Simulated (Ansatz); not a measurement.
One structure, 3 elements: Mg2I, Ca2I, Sr2I

Plane-wave DFT in Ansatz with scalar-relativistic PAW potentials, cutoff 420 eV, Γ-centred meshes chosen by cell and gap, Gaussian smearing with energies taken to zero width. Every cell was relaxed (cell and atoms) in a run of its own, within the symmetry of its start. Functional: PBE.

All members share space group Fm-3m and the same sites; only the element on one set of sites changes (Mg, Ca, Sr). Members needn't be the stable form of their composition. Energies over the elements, where given, are against the elements' standard states in the same functional (H₂, N₂, O₂ and halogens uncorrected, Hg as a solid). The first member:

Space group Fm-3m (No. 225). a = 7.636 Å, b = 7.636 Å, c = 7.636 Å, α = 90.00°, β = 90.00°, γ = 90.00°
```json
{"atom": "Mg", "site": "8c", "symmetry": "-43m", "x": "0.2500", "y": "0.7500", "z": "0.7500"}
{"atom": "I", "site": "4a", "symmetry": "m-3m", "x": "0.0000", "y": "0.0000", "z": "0.0000"}
```

| compound | V (Å³/atom) | a (Å) | energy over elements (eV/atom) |
| --- | --- | --- | --- |
| Mg2I | 37.10 | 7.636 | 0.293 |
| Sr2I | 48.32 | 8.339 | -0.366 |

Problem. Predict the member with Ca.

Solution. V (Å³/atom) 40.33, a (Å) 7.852, energy over elements (eV/atom) -0.229. Interpolating linearly in period between Mg and Sr would give 42.71 Å³/atom (5.9 % too large), with -0.036 eV/atom over the elements. Over the whole series the volume grows at each step down the group; all are metallic on the mesh; binding against the elements strengthens.

Spin-orbit coupling is left out, which matters for the bands of heavy elements. Spin polarisation was left out, and a magnetic state may lie lower.